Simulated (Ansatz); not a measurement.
# Nudged elastic band run: CH$_{4}$O

input.yaml

```yaml
crystal:
  periodic: [false, false, false]
  atoms:
    - { symbol: C, position_ang: [-0.088573, -0.210821, -0.282441] }
    - { symbol: O, position_ang: [-0.166174, 0.318105, 1.037849] }
    - { symbol: H, position_ang: [-0.865456, -0.969856, -0.363334] }
    - { symbol: H, position_ang: [0.878184, -0.685833, -0.482436] }
    - { symbol: H, position_ang: [-0.273093, 0.552613, -1.046232] }
    - { symbol: H, position_ang: [0.515102, 0.995802, 1.136595] }
magnetization:
  spin_polarized: true
basis:
  gaussian: { orbitals: def2-mTZVP }
hamiltonian:
  xc: b3lyp
  dispersion: d4
neb:
  order_check: false
  images: 5
  f_tol: 0.05
  max_iterations: 60
  optimiser: lbfgs
  climbing: true
  final_atoms:
    - { symbol: C, position_ang: [-0.13129903, 0.00405255, -0.91694773] }
    - { symbol: O, position_ang: [0.06638551, -0.01090938, 0.90618521] }
    - { symbol: H, position_ang: [-0.54557013, -0.74759856, 1.06350894] }
    - { symbol: H, position_ang: [0.52706749, -0.87041692, -1.06788678] }
    - { symbol: H, position_ang: [0.56341576, 0.85164557, -1.05897609] }
    - { symbol: H, position_ang: [-0.48000959, 0.77323674, 1.07411745] }
  initial_path:
    images:
      - { positions_ang: [[-0.088573, -0.210821, -0.282441], [-0.166174, 0.318105, 1.037849], [-0.865456, -0.969856, -0.363334], [0.878184, -0.685833, -0.482436], [-0.273093, 0.552613, -1.046232], [0.515102, 0.995802, 1.136595]] }
      - { positions_ang: [[-0.0606913, -0.2140905, -0.34617014], [-0.20340172, 0.25690318, 0.97843816], [-0.88452966, -0.89828786, -0.16797701], [0.92284544, -0.66066807, -0.51788801], [-0.22927419, 0.57728653, -1.08225067], [0.45504144, 0.93886672, 1.13584867]] }
      - { positions_ang: [[-0.0328096, -0.21736, -0.40989928], [-0.24062945, 0.19570136, 0.91902733], [-0.90360332, -0.82671972, 0.02737998], [0.96750687, -0.63550314, -0.55334003], [-0.18545538, 0.60196006, -1.11826934], [0.39498088, 0.88193144, 1.13510235]] }
      - { positions_ang: [[-0.0049279, -0.2206295, -0.47362842], [-0.27785717, 0.13449954, 0.85961649], [-0.92267698, -0.75515159, 0.22273697], [1.01216831, -0.61033821, -0.58879204], [-0.14163657, 0.62663359, -1.15428802], [0.33492031, 0.82499615, 1.13435602]] }
      - { positions_ang: [[-0.04705161, -0.14573548, -0.62140152], [-0.16310961, 0.0860299, 0.8751394], [-0.7969747, -0.75263391, 0.50299429], [0.85046803, -0.69703111, -0.74849029], [0.09338087, 0.70163759, -1.12251737], [0.06327701, 0.80774302, 1.1142765]] }
      - { positions_ang: [[-0.08917532, -0.07084147, -0.76917463], [-0.04836205, 0.03756026, 0.8906623], [-0.67127241, -0.75011623, 0.78325162], [0.68876776, -0.78372402, -0.90818853], [0.32839831, 0.77664158, -1.09074673], [-0.20836629, 0.79048988, 1.09419697]] }
      - { positions_ang: [[-0.13129903, 0.00405255, -0.91694773], [0.06638551, -0.01090938, 0.90618521], [-0.54557013, -0.74759856, 1.06350894], [0.52706749, -0.87041692, -1.06788678], [0.56341576, 0.85164557, -1.05897609], [-0.48000959, 0.77323674, 1.07411745]] }
```

Command:

```bash
$ ansatz run input.yaml --threads 1 --pin off --max-ram 2048MiB --backend cpu --events-out ev --progress --plain --runs-dir out
```

Output, in part (warnings, iteration lines):

```
NEB end point (image 0): max|allowed force component| = 1.163e-3 eV/Å (the criterion of neb.relax_end_points is 1.000e-2)
NEB end point (image 6): max|allowed force component| = 1.251e-2 eV/Å (the criterion of neb.relax_end_points is 1.000e-2)
NEB iter   1: max|band force component| = 1.651e1 eV/Å  barrier→ = 6.2922 eV  barrier← = 2.5776 eV  Δτ_max = 0.2000 Å  (191 SCF iters)
NEB iter   2: max|band force component| = 8.109e0 eV/Å  barrier→ = 5.6840 eV  barrier← = 1.9694 eV  Δτ_max = 0.0549 Å  (159 SCF iters)
NEB iter   3: max|band force component| = 4.322e0 eV/Å  barrier→ = 5.0844 eV  barrier← = 1.3698 eV  Δτ_max = 0.1217 Å  (141 SCF iters)
NEB iter   4: max|band force component| = 4.184e0 eV/Å  barrier→ = 4.6851 eV  barrier← = 0.9705 eV  Δτ_max = 0.0419 Å  (143 SCF iters)
NEB iter   5: max|band force component| = 2.580e0 eV/Å  barrier→ = 4.4469 eV  barrier← = 0.7323 eV  Δτ_max = 0.2000 Å  (144 SCF iters)
NEB iter   6: max|band force component| = 3.291e0 eV/Å  barrier→ = 4.0049 eV  barrier← = 0.2904 eV  Δτ_max = 0.0521 Å  (151 SCF iters)
NEB iter   7: max|band force component| = 1.795e0 eV/Å  barrier→ = 3.8074 eV  barrier← = 0.0928 eV  Δτ_max = 0.0724 Å  (150 SCF iters)
NEB iter   8: max|band force component| = 2.742e0 eV/Å  barrier→ = 3.8567 eV  barrier← = 0.1421 eV  Δτ_max = 0.0471 Å  (149 SCF iters)
NEB iter   9: max|band force component| = 2.231e0 eV/Å  barrier→ = 3.8032 eV  barrier← = 0.0886 eV  Δτ_max = 0.0265 Å  (142 SCF iters)
NEB iter  10: max|band force component| = 1.855e0 eV/Å  barrier→ = 3.8040 eV  barrier← = 0.0895 eV  Δτ_max = 0.2000 Å  (147 SCF iters)
NEB iter  11: max|band force component| = 3.191e0 eV/Å  barrier→ = 3.7799 eV  barrier← = 0.0654 eV  Δτ_max = 0.0482 Å  (147 SCF iters)
NEB iter  12: max|band force component| = 1.199e0 eV/Å  barrier→ = 3.7664 eV  barrier← = 0.0519 eV  Δτ_max = 0.0142 Å  (149 SCF iters)
NEB iter  13: max|band force component| = 9.921e-1 eV/Å  barrier→ = 3.7620 eV  barrier← = 0.0474 eV  Δτ_max = 0.0783 Å  (140 SCF iters)
NEB iter  14: max|band force component| = 1.090e0 eV/Å  barrier→ = 3.7612 eV  barrier← = 0.0466 eV  Δτ_max = 0.0198 Å  (149 SCF iters)
NEB iter  15: max|band force component| = 7.044e-1 eV/Å  barrier→ = 3.7551 eV  barrier← = 0.0406 eV  Δτ_max = 0.0105 Å  (144 SCF iters)
NEB iter  16: max|band force component| = 6.552e-1 eV/Å  barrier→ = 3.7532 eV  barrier← = 0.0386 eV  Δτ_max = 0.0836 Å  (130 SCF iters)
NEB iter  17: max|band force component| = 8.532e-1 eV/Å  barrier→ = 3.7464 eV  barrier← = 0.0318 eV  Δτ_max = 0.0147 Å  (151 SCF iters)
NEB iter  18: max|band force component| = 4.565e-1 eV/Å  barrier→ = 3.7426 eV  barrier← = 0.0280 eV  CI = image 5  Δτ_max = 0.0081 Å  (140 SCF iters)
NEB iter  19: max|band force component| = 3.150e-1 eV/Å  barrier→ = 3.7418 eV  barrier← = 0.0273 eV  CI = image 5  Δτ_max = 0.0142 Å  (128 SCF iters)
NEB iter  20: max|band force component| = 3.818e-1 eV/Å  barrier→ = 3.7405 eV  barrier← = 0.0259 eV  CI = image 5  Δτ_max = 0.0066 Å  (141 SCF iters)
NEB iter  21: max|band force component| = 3.643e-1 eV/Å  barrier→ = 3.7399 eV  barrier← = 0.0253 eV  CI = image 5  Δτ_max = 0.0135 Å  (121 SCF iters)
NEB iter  22: max|band force component| = 5.112e-1 eV/Å  barrier→ = 3.7387 eV  barrier← = 0.0242 eV  CI = image 5  Δτ_max = 0.0100 Å  (133 SCF iters)
NEB iter  23: max|band force component| = 4.129e-1 eV/Å  barrier→ = 3.7381 eV  barrier← = 0.0235 eV  CI = image 5  Δτ_max = 0.0039 Å  (133 SCF iters)
NEB iter  24: max|band force component| = 3.004e-1 eV/Å  barrier→ = 3.7377 eV  barrier← = 0.0231 eV  CI = image 5  Δτ_max = 0.0773 Å  (122 SCF iters)
NEB iter  25: max|band force component| = 2.044e0 eV/Å  barrier→ = 3.7539 eV  barrier← = 0.0393 eV  CI = image 4  Δτ_max = 0.0293 Å  (150 SCF iters)
NEB iter  26: max|band force component| = 1.523e0 eV/Å  barrier→ = 3.8441 eV  barrier← = 0.1296 eV  CI = image 4  Δτ_max = 0.0771 Å  (132 SCF iters)
NEB iter  27: max|band force component| = 1.004e0 eV/Å  barrier→ = 3.9373 eV  barrier← = 0.2228 eV  CI = image 4  Δτ_max = 0.0877 Å  (139 SCF iters)
NEB iter  28: max|band force component| = 1.439e0 eV/Å  barrier→ = 3.8712 eV  barrier← = 0.1567 eV  CI = image 4  Δτ_max = 0.0229 Å  (145 SCF iters)
NEB iter  29: max|band force component| = 9.089e-1 eV/Å  barrier→ = 3.8568 eV  barrier← = 0.1423 eV  CI = image 4  Δτ_max = 0.0161 Å  (143 SCF iters)
NEB iter  30: max|band force component| = 7.674e-1 eV/Å  barrier→ = 3.8564 eV  barrier← = 0.1418 eV  CI = image 4  Δτ_max = 0.1046 Å  (134 SCF iters)
NEB iter  31: max|band force component| = 6.336e-1 eV/Å  barrier→ = 3.8579 eV  barrier← = 0.1434 eV  CI = image 4  Δτ_max = 0.0634 Å  (147 SCF iters)
NEB iter  32: max|band force component| = 1.929e0 eV/Å  barrier→ = 3.8888 eV  barrier← = 0.1743 eV  CI = image 4  Δτ_max = 0.0371 Å  (153 SCF iters)
NEB iter  33: max|band force component| = 1.242e0 eV/Å  barrier→ = 3.8573 eV  barrier← = 0.1427 eV  CI = image 4  Δτ_max = 0.0107 Å  (143 SCF iters)
NEB iter  34: max|band force component| = 3.632e-1 eV/Å  barrier→ = 3.8544 eV  barrier← = 0.1399 eV  CI = image 4  Δτ_max = 0.0068 Å  (129 SCF iters)
NEB iter  35: max|band force component| = 3.446e-1 eV/Å  barrier→ = 3.8532 eV  barrier← = 0.1387 eV  CI = image 4  Δτ_max = 0.0155 Å  (125 SCF iters)
NEB iter  36: max|band force component| = 6.277e-1 eV/Å  barrier→ = 3.8540 eV  barrier← = 0.1394 eV  CI = image 4  Δτ_max = 0.0124 Å  (132 SCF iters)
NEB iter  37: max|band force component| = 3.721e-1 eV/Å  barrier→ = 3.8520 eV  barrier← = 0.1375 eV  CI = image 4  Δτ_max = 0.0037 Å  (131 SCF iters)
NEB iter  38: max|band force component| = 2.901e-1 eV/Å  barrier→ = 3.8518 eV  barrier← = 0.1372 eV  CI = image 4  Δτ_max = 0.0226 Å  (119 SCF iters)
NEB iter  39: max|band force component| = 5.154e-1 eV/Å  barrier→ = 3.8530 eV  barrier← = 0.1385 eV  CI = image 4  Δτ_max = 0.0082 Å  (138 SCF iters)
NEB iter  40: max|band force component| = 2.719e-1 eV/Å  barrier→ = 3.8513 eV  barrier← = 0.1368 eV  CI = image 4  Δτ_max = 0.0029 Å  (130 SCF iters)
NEB iter  41: max|band force component| = 2.102e-1 eV/Å  barrier→ = 3.8512 eV  barrier← = 0.1366 eV  CI = image 4  Δτ_max = 0.0158 Å  (117 SCF iters)
NEB iter  42: max|band force component| = 2.759e-1 eV/Å  barrier→ = 3.8526 eV  barrier← = 0.1380 eV  CI = image 4  Δτ_max = 0.0049 Å  (131 SCF iters)
NEB iter  43: max|band force component| = 1.621e-1 eV/Å  barrier→ = 3.8510 eV  barrier← = 0.1365 eV  CI = image 4  Δτ_max = 0.0032 Å  (122 SCF iters)
NEB iter  44: max|band force component| = 1.555e-1 eV/Å  barrier→ = 3.8510 eV  barrier← = 0.1364 eV  CI = image 4  Δτ_max = 0.0118 Å  (117 SCF iters)
NEB iter  45: max|band force component| = 1.920e-1 eV/Å  barrier→ = 3.8519 eV  barrier← = 0.1373 eV  CI = image 4  Δτ_max = 0.0031 Å  (124 SCF iters)
NEB iter  46: max|band force component| = 1.252e-1 eV/Å  barrier→ = 3.8509 eV  barrier← = 0.1363 eV  CI = image 4  Δτ_max = 0.0046 Å  (120 SCF iters)
NEB iter  47: max|band force component| = 1.209e-1 eV/Å  barrier→ = 3.8509 eV  barrier← = 0.1364 eV  CI = image 4  Δτ_max = 0.0097 Å  (122 SCF iters)
NEB iter  48: max|band force component| = 2.133e-1 eV/Å  barrier→ = 3.8517 eV  barrier← = 0.1372 eV  CI = image 4  Δτ_max = 0.0033 Å  (124 SCF iters)
NEB iter  49: max|band force component| = 1.001e-1 eV/Å  barrier→ = 3.8507 eV  barrier← = 0.1362 eV  CI = image 4  Δτ_max = 0.0032 Å  (115 SCF iters)
NEB iter  50: max|band force component| = 9.217e-2 eV/Å  barrier→ = 3.8507 eV  barrier← = 0.1362 eV  CI = image 4  Δτ_max = 0.0066 Å  (119 SCF iters)
NEB iter  51: max|band force component| = 1.326e-1 eV/Å  barrier→ = 3.8511 eV  barrier← = 0.1365 eV  CI = image 4  Δτ_max = 0.0021 Å  (122 SCF iters)
NEB iter  52: max|band force component| = 8.270e-2 eV/Å  barrier→ = 3.8506 eV  barrier← = 0.1361 eV  CI = image 4  Δτ_max = 0.0031 Å  (114 SCF iters)
NEB iter  53: max|band force component| = 8.327e-2 eV/Å  barrier→ = 3.8507 eV  barrier← = 0.1361 eV  CI = image 4  Δτ_max = 0.0012 Å  (116 SCF iters)
NEB iter  54: max|band force component| = 7.991e-2 eV/Å  barrier→ = 3.8506 eV  barrier← = 0.1360 eV  CI = image 4  Δτ_max = 0.0063 Å  (110 SCF iters)
NEB iter  55: max|band force component| = 8.553e-2 eV/Å  barrier→ = 3.8507 eV  barrier← = 0.1362 eV  CI = image 4  Δτ_max = 0.0014 Å  (125 SCF iters)
NEB iter  56: max|band force component| = 7.258e-2 eV/Å  barrier→ = 3.8505 eV  barrier← = 0.1360 eV  CI = image 4  Δτ_max = 0.0039 Å  (108 SCF iters)
NEB iter  57: max|band force component| = 7.151e-2 eV/Å  barrier→ = 3.8506 eV  barrier← = 0.1360 eV  CI = image 4  Δτ_max = 0.0100 Å  (117 SCF iters)
NEB iter  58: max|band force component| = 1.466e-1 eV/Å  barrier→ = 3.8510 eV  barrier← = 0.1365 eV  CI = image 4  Δτ_max = 0.0023 Å  (123 SCF iters)
NEB iter  59: max|band force component| = 6.393e-2 eV/Å  barrier→ = 3.8505 eV  barrier← = 0.1360 eV  CI = image 4  Δτ_max = 0.0016 Å  (114 SCF iters)
NEB iter  60: max|band force component| = 5.865e-2 eV/Å  barrier→ = 3.8505 eV  barrier← = 0.1360 eV  CI = image 4  Δτ_max = 0.0025 Å  (113 SCF iters)
Error: NEB band did not converge after 60 iterations: max|band force component| = 5.87e-2 eV/Å (threshold 5.0e-2); raise `neb.max_iterations` in a new run, which can start from the last band evaluated (`neb.initial_path`, with `crystal.atoms` and `neb.final_atoms` set to its first and last images), …
```

The run ended unconverged. The band didn't meet its force threshold, so its energies are provisional: the largest band force was still 0.06 eV/Å, and over the last iterations the top stayed at 3.85 eV. The orbitals stay closed-shell, which can raise the energy where a bond breaks towards radicals; this wasn't checked here.

Final band (atoms are numbered from 1 in the order of the input):

| image | path coordinate (Å) | energy (kJ/mol) | C1–H3 (Å) | O2–H3 (Å) |
| --- | --- | --- | --- | --- |
| 0 | 0.00 | 0.0 | 1.09 | 2.03 |
| 1 | 0.59 | 5.2 | 1.09 | 2.07 |
| 2 | 1.18 | 0.6 | 1.09 | 2.07 |
| 3 | 1.77 | 189.1 | 1.12 | 1.56 |
| 4 | 2.35 | 371.5 | 1.51 | 1.05 |
| 5 | 2.99 | 359.8 | 2.17 | 0.97 |
| 6 | 3.61 | 358.4 | 2.16 | 0.97 |

Run time: 7.1 min on 1 CPU thread of a shared host.
